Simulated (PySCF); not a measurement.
C₂H₃, SMILES [CH]=C, multiplicity 2.

Coordinates come from a PBE-D3(BJ)/def2-TZVP optimisation. The isomer is the one that the SMILES or the coordinates give; other isomers of the formula were not compared.

Calculation: CAM-B3LYP/def2-TZVPD run with PySCF.

Isolated molecule, no solvent.

```yaml
total_energy: -77.88348 hartree
point_group: Cs
"α spin, highest occupied and lowest empty level": -8.30 and 1.09 eV
"β spin, highest occupied and lowest empty level": -9.40 and -0.89 eV
dipole_moment: 0.69 D
quadrupole, principal values (traceless, Buckingham form, about the centre of nuclear charge): -3.04, -0.49, 3.53 D·Å
mean_static_polarisability: 26.9 bohr³ (3.98 Å³)
polarisability_principal_values: 21.5, 23.8, 35.3 bohr³
"⟨S²⟩": 0.762 (pure state 0.75)
```
